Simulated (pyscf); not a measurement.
Structures and frequencies: ωB97X-D3(BJ)/def2-SVP in PySCF.

SMILES: [CH3][Zn][CH2]O
```xyz
10

C     -1.9843    -0.0727    -0.9552
Zn    -0.7693    -0.3450     0.5400
C      0.4719    -0.6174     2.0411
O      1.7979    -0.4938     1.5233
H     -1.7963     0.8915    -1.4574
H     -1.8734    -0.8647    -1.7153
H     -3.0393    -0.0739    -0.6318
H      0.3103    -1.6134     2.5061
H      0.2813     0.1241     2.8461
H      2.4190    -0.6274     2.2484
```

Q: What is the homolytic dissociation enthalpy (298 K, ωB97M-D3(BJ)/def2-TZVP) of the C–Zn bond of H₃C–Zn–CH₂–OH, to [H₃C–Zn]• + •H₂C–OH?

A: C–Zn to [H₃C–Zn]• + •H₂C–OH: 59.4 kcal/mol. The 7 functionals that were run give +54.4 (B3LYP-D3(BJ)) to +62.0 kcal/mol (ωB97X-D3(BJ)). The radicals are drawn with the spin at the cut bond; how far it spreads was not checked. Other isomers of [H₃C–Zn]•, •H₂C–OH were not searched in full and may lie lower. Elements up to Kr have no core potential and no relativistic terms here.
